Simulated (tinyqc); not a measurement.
Born-Oppenheimer dynamics on the RHF/sto-6g surface (energies and gradients from PySCF), for NH3, spin multiplicity 1, step by step. Computed by tinyqc, a small Python program that keeps every step (integrals from PySCF). Settings: charge = 0, multiplicity = 1, basis = sto-6g, time step (fs) = 1.0, steps = 24. Command: `OMP_NUM_THREADS=1 python tinyqc.py 31314 31315 out.jsonl` (the two numbers bound the seeds that draw the settings). One thread of a shared host (Intel(R) Xeon(R) Processor @ 2.60GHz), about 4 s of CPU time with the checks.

## Velocity Verlet step 1

positions (bohr):
```
,x,y,z
1N,0.086927,-0.064251,0.905179
2H,1.719651,0.024566,-0.018897
3H,-0.895730,1.453199,-0.024566
4H,-0.857936,-1.421074,0.160627
```

velocities (bohr per atomic time unit):
```
,x,y,z
1N,0.000184440,-0.000154785,-0.000042736
2H,-0.000160560,0.000781215,-0.000414736
3H,-0.001400560,0.000636215,-0.000468736
4H,-0.001001560,0.000733215,0.001477264
```

gradient (hartree/bohr):
```
,x,y,z
1N,0.02589444,-0.11583258,-0.01752130
2H,-0.04036811,0.01038907,0.01774096
3H,-0.02095641,0.02092492,-0.03265430
4H,0.03543008,0.08451859,0.03243464
```

masses (electron masses): 1N 25526.042363, 2H 1837.152588, 3H 1837.152588, 4H 1837.152588

gradient after step 1 (hartree/bohr):
```
,x,y,z
1N,0.03590756,-0.12128958,-0.00376020
2H,-0.02710884,0.01504024,0.01587255
3H,-0.03183385,0.03265840,-0.03946581
4H,0.02303512,0.07359094,0.02735346
```

dt = 1 fs = 41.3414 atomic units; x' = x + v dt - g dt^2 / (2m); after the new gradient g', v' = v - (g + g') dt / (2m).

positions after step 1 (bohr):
```
,x,y,z
1N,0.093686,-0.066772,0.903999
2H,1.731790,0.052030,-0.044295
3H,-0.943883,1.469768,-0.028755
4H,-0.915822,-1.430076,0.206612
```

velocities after step 1 (bohr per atomic time unit):
```
,x,y,z
1N,0.000134394,0.000037233,-0.000025503
2H,0.000598656,0.000495097,-0.000792938
3H,-0.000806591,0.000033323,0.000342722
4H,-0.001659380,-0.001045752,0.000804559
```

## Velocity Verlet step 2

gradient after step 2 (hartree/bohr):
```
,x,y,z
1N,0.04604236,-0.06738360,0.02239812
2H,0.00028289,0.01866770,0.00516519
3H,-0.02976475,0.02722892,-0.03305770
4H,-0.01656050,0.02148698,0.00549440
```

As before.

positions after step 2 (bohr):
```
,x,y,z
1N,0.098039,-0.061172,0.903070
2H,1.769149,0.065502,-0.084460
3H,-0.962421,1.455955,0.003771
4H,-0.995138,-1.507540,0.227150
```

velocities after step 2 (bohr per atomic time unit):
```
,x,y,z
1N,0.000068032,0.000190019,-0.000040595
2H,0.000900488,0.000115833,-0.001029644
3H,-0.000113516,-0.000640498,0.001158719
4H,-0.001732229,-0.002115519,0.000434972
```

## Energy conservation

The total energy should stay constant up to terms of order dt^2; the step counts as short enough if it moves by less than 2 % of the largest kinetic energy.

Trajectory:
```
time (fs),1N-2H (angstrom),potential (hartree),kinetic (hartree),total (hartree)
0.000000,0.993894,-55.97678879,0.00730093,-55.96948786
1.000000,1.003592,-55.97592185,0.00622347,-55.96969838
2.000000,1.029365,-55.98144545,0.01093505,-55.97051041
3.000000,1.056682,-55.98148161,0.01113235,-55.97034926
4.000000,1.071946,-55.97726557,0.00741888,-55.96984669
5.000000,1.067478,-55.97683180,0.00735980,-55.96947200
6.000000,1.043897,-55.98463725,0.01427936,-55.97035788
7.000000,1.011469,-55.98816649,0.01703926,-55.97112723
8.000000,0.987754,-55.97847920,0.00877299,-55.96970622
9.000000,0.987860,-55.97475082,0.00541659,-55.96933422
10.000000,1.011850,-55.98202874,0.01133204,-55.97069670
11.000000,1.044321,-55.98214458,0.01160752,-55.97053706
12.000000,1.066876,-55.97568701,0.00605558,-55.96963143
13.000000,1.068378,-55.97573316,0.00630525,-55.96942791
14.000000,1.048684,-55.98480350,0.01433505,-55.97046844
15.000000,1.018385,-55.98825996,0.01724417,-55.97101580
16.000000,0.994546,-55.97933186,0.00956725,-55.96976462
17.000000,0.991588,-55.97536271,0.00603813,-55.96932458
18.000000,1.011620,-55.98209314,0.01148800,-55.97060514
19.000000,1.043480,-55.98263993,0.01209437,-55.97054557
20.000000,1.071023,-55.97630346,0.00661698,-55.96968648
21.000000,1.081870,-55.97518329,0.00570916,-55.96947413
22.000000,1.071584,-55.98236779,0.01214726,-55.97022054
23.000000,1.044697,-55.98706906,0.01622364,-55.97084543
24.000000,1.013938,-55.98088959,0.01070018,-55.97018940
```

The total energy moves within 1.8e-03 hartree; that is over 2 % of the largest kinetic energy, so the time step is too long.
